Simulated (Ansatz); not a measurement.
# Si₂H₂⁺ (H-bridged), doublet in cc-pVTZ: errors against UCCSDT(Q)

Geometry: that of the Si2H2 (H-bridged), singlet, kept fixed.

```yaml
atoms:
  - { symbol: Si, position_ang: [0.0000, 0.0641, 1.0054] }
  - { symbol: Si, position_ang: [0.0000, -0.0046, -1.0948] }
  - { symbol: H, position_ang: [0.0000, -0.3818, 2.4302] }
  - { symbol: H, position_ang: [0.0000, -1.2748, 0.0623] }
```

Basis cc-pVTZ; Ansatz 0.2.0. Correlated methods freeze the noble-gas cores, which leaves 9 electrons in 86 orbitals. Prefix R: restricted or restricted open-shell reference; prefix U: unrestricted. Active spaces: valence = (9e, 10o) chosen from the atoms' valence shells.

Full CI isn't at hand for all of this; UCCSDT(Q) serves as the reference, and is uncertain by about the last step of the cluster series. The frozen core follows each run's orbitals, which can shift R against U totals by a few meV.

- UHF ⟨S²⟩: 0.769
- T1 diagnostic (RCCSD): 0.0207
- largest doubles amplitude (RCCSD): 0.070
- T1 diagnostic (UCCSD): 0.0203

```csv
level,E − E(UCCSDT(Q)) (mEh),share of correlation (%),wall time
RHF,236.14,0.00,–
UHF,232.62,1.49,–
RMP2,46.79,80.18,–
UMP2,47.78,79.77,–
RCCSD,13.43,94.31,–
UCCSD,13.30,94.37,–
RCCSD(T),2.37,99.00,9.5 s (H100)
UCCSD(T),2.41,98.98,9 s (H100)
BCCD(T),2.35,99.00,7.5 s (H100)
RCCSDT,0.74,99.69,–
UCCSDT,0.72,99.70,–
RCCSDT(Q),0.04,99.98,20 s (H100)
CASSCF (valence space),147.37,37.59,–
NEVPT2 (valence space),35.29,85.06,9 s (H100)
MRCISD (valence space),11.76,95.02,–
MRCISD+Q (valence space),1.19,99.49,11 s (H100)
```

The correlation energy at UCCSDT(Q), counted from RHF, is -6.426 eV. That run took 14 s on 2 threads of AMD EPYC 7R13 with a shared H100 80 GB, shared host.

Times hold each run's SCF and search for its determinant on a shared host, so for small cases they say little of a method's own cost.

Natural occupations of CASSCF (valence space) about the gap: 1.982 1.970 1.948 1.917 0.992 0.059 0.049 0.038 0.029 0.015; effectively unpaired electrons, Σ n²(2−n)², 1.07.
